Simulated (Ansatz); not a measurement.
in.yaml

```yaml
crystal:
  periodic: [false, false, false]
  atoms:
    - {symbol: B, position_ang: [0.000000, 0.000000, 0.304852]}
    - {symbol: B, position_ang: [0.000000, 0.000000, -1.787148]}
    - {symbol: H, position_ang: [0.000000, 0.000000, 1.482296]}
basis:
  gaussian: {orbitals: 6-31G, occupation: {up: {"A1": 5, "B1": 1}, down: {"A1": 5}}}
magnetization: {spin_polarized: false, initial_magnetization: 1}
correlation: {method: fci, electrons: outside_noble_gas}
```

```sh
$ ansatz run in.yaml --threads 1 --pin off --events-out ev --progress --plain --max-ram 2393MiB
```

(1) Roughly how long does this take on 1 thread of Arm Neoverse V1, shared host, and how much host memory?

```
441 factors; integrals over basis functions are off by at most 9.9e-8 eV
mean field evaluation 1: about -1351.1692 eV, gradient 8.2e0 eV
mean field evaluation 2: about -1351.8599 eV, gradient 1.1e0 eV
mean field evaluation 4: about -1351.8758 eV, gradient 4.4e-2 eV
mean field evaluation 8: about -1351.8758 eV, gradient 1.8e-6 eV
mean field -1351.87580813 eV, -49.6805196145 hartree, gradient 1.8e-6 eV, S^2 0.750000; 0 other end points of the search recorded, 0 dependent functions left out
mean field evaluation 16: about -1351.9486 eV, gradient 2.8e-1 eV
mean field evaluation 32: about -1351.9798 eV, gradient 2.4e-2 eV
unrestricted determinant -1352.12072298 eV, -49.6895200691 hartree, S^2 1.2732
2 core orbitals not correlated: weight in the atoms' cores, before any rotation towards them, 1.000 or more for the frozen orbitals, at most 0.000 for the correlated occupied ones
reference -1351.87580813 eV, -49.6805196145 hartree; 4, 3 occupied and 14, 15 virtual orbitals, 441 factors
state -1355.07163368 eV, -49.7979640373 hartree
Total energy: -1355.07163368 eV, -49.7979640373 hartree
```

Results:

(1) 2.5 s wall and 0.13 GiB.
